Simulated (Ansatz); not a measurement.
`F[BH][AlH2]` + CH₄ → `C[BH][AlH2]` + H–F  (formal exchange of groups at a B–F bond)

Computed with Ansatz on PBE0-D4/def2-TZVP structures; ΔE is electronic, products minus reactants. CBS: MP2 limit from def2 TZ/QZ plus the TZ coupled-cluster correction, frozen cores. This one scheme is used for every species. DFT in def2-TZVPP.

`F[BH][AlH2]`:

Cartesian coordinates in Å:
```
F -1.920 0.833 0.379
B -0.804 0.713 -0.332
Al 0.757 -0.649 0.283
H -0.764 1.418 -1.314
H 0.788 -2.151 -0.245
H 1.942 -0.163 1.229
```

CH₄:

Z-matrix (Å, degrees):
```
C
H 1 1.090
H 1 1.090 2 109.5
H 1 1.090 2 109.5 3 -120.0
H 1 1.090 2 109.5 3 120.0
```

`C[BH][AlH2]`:

```xyz
9

C    -0.210   -1.045    0.989
B    -0.370    0.366    0.349
Al    0.421    1.025   -1.514
H     0.075   -1.866    0.329
H    -1.049   -1.350    1.621
H     0.635   -0.899    1.688
H    -0.952    1.177    1.028
H     1.902    1.608   -1.639
H    -0.452    0.984   -2.850
```

H–F:

Z-matrix (Å, degrees):
```
F
H 1 0.920
```

```tsv
level	ΔE (kcal/mol)	difference from CCSD(T)/CBS
PBE-D4	31.8	0.2
r2SCAN-D4	33.1	1.5
B97M-V	33.1	1.5
r2SCANh-D4	32.8	1.2
BHLYP-D4	34.4	2.8
ωB97M-V	33.2	1.6
B2PLYP	34.5	2.9
r2SCAN0	32.7	1.1
RPA@PBE/def2-TZVPP	33.7	2.1
HF/def2-SVP	37.9	6.3
MP2/def2-SVP	36.6	5.0
CCSD/def2-SVP	36.8	5.2
CCSD/def2-TZVPP	32.8	1.2
HF/def2-QZVPP	36.7	5.1
SCS-MP2/def2-QZVPP	32.9	1.3
HF/CBS(def2)	36.7	5.1
CCSD(T)/CBS	31.6	0
```

Largest T1 diagnostic among the species: 0.014.

At CCSD(T), def2-SVP lies +5.4 kcal/mol from the extrapolated value and def2-TZVPP +1.0 kcal/mol. The D4 term adds −1.1 kcal/mol with B3LYP and −0.6 kcal/mol with PBE0; it sums over pairs of atoms, weighted by their polarisabilities, and B3LYP, whose exchange is more repulsive, gets the larger term. In def2-TZVPP, CCSD(T) changes the Hartree–Fock value by −4.1 kcal/mol (the triples alone add −0.2 kcal/mol) and MP2 by −4.6 kcal/mol.

B3LYP here is the variant with VWN-RPA as its local correlation; programs differ in this.
